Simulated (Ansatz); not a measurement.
Saddle point of Si₂H₇Cl, closed shell (Si₂H₆ ([SiH3][SiH3]) + HCl → SiH₃Cl ([SiH3][Cl]) + SiH₄; bonds formed: Si1–Cl7, Si2–H6; bonds broken: Si1–Si2, H6–Cl7), PBE0-D4/def2-TZVP structure:

Si1  (-0.639, 0.809, -0.645)
Si2  (0.813, -1.071, 0.294)
H3  (-0.117, 0.016, -1.820)
H4  (-2.096, 0.606, -0.673)
H5  (-0.032, 2.142, -0.792)
H6  (-0.148, 0.269, 0.895)
Cl7  (-0.992, 1.476, 1.829)
H8  (1.127, -1.383, 1.710)
H9  (0.051, -2.169, -0.342)
H10  (2.032, -0.697, -0.457)
(Å)

Energies are electronic, without zero-point energy. Barriers and step energies count from the start structure reached by relaxing down the imaginary mode; all methods use the PBE0-D4 structures, on which another method's saddle can fall below an end. Computed with Ansatz 0.2.0 (basis: def2-TZVPP, with def2-QZVPP for the basis limit); correlated methods freeze the cores. B3LYP uses VWN-RPA correlation. Extrapolation: Hartree–Fock as exp(−7.88 √X), correlation as X^−2.97.

| method | barrier (kJ/mol) | step energy (kJ/mol) |
| --- | --- | --- |
| SPW92 | 109.2 | -64.6 |
| PBE-D4 | 131.4 | -70.4 |
| BLYP-D4 | 144.4 | -82.2 |
| r2SCAN-D4 | 140.1 | -83.8 |
| B97M-V | ? | -82.1 |
| PBE0-D4 | 148.2 | -77.0 |
| B3LYP-D4 | 157.3 | -86.6 |
| r2SCAN0-D4 | 152.2 | -86.8 |
| BHLYP-D4 | 175.4 | -94.6 |
| CAM-B3LYP-D4 | ? | -90.2 |
| wB97X-V | 170.4 | -88.0 |
| wB97M-V | 161.3 | -92.8 |
| B2PLYP | 166.3 | -92.6 |
| PBE-QIDH | 161.7 | -87.6 |
| RPA on PBE | ? | -87.1 |
| HF | 222.7 | -112.2 |
| MP2 | 165.4 | -95.1 |
| CCSD | 186.4 | -88.6 |
| CCSD(T) | 176.3 | -85.9 |

**Question.** Fill in the withheld barriers. (An estimate is asked for; the value comes from the calculation.)

**Answer.** Computed: CAM-B3LYP-D4 168.9; B97M-V 160.4; RPA on PBE 177.2 kJ/mol. Each is the energy of the saddle less that of the start structure, by the same method.

For comparison, the barrier by CCSD(T) at an estimated basis limit (MP2 extrapolated from triple and quadruple zeta, plus CCSD(T) − MP2 in triple zeta) is 164.9 kJ/mol.

The T1 diagnostic stays at or below 0.014. The end structure is not quite a true minimum (one mode of 40i cm⁻¹).

Labels in which every atom is bracketed show which atoms are joined, not bond orders.

For scale, one of the runs: CCSD(T)/def2-TZVPP, 224 basis functions, launched by `ansatz run in.yaml --threads 4 --pin off --events-out ev --progress --plain --max-ram 9574MiB`. Hardware: 4 CPU threads of an Intel Xeon, shared host. Wall time 58 s; peak host memory 3.2 GiB.
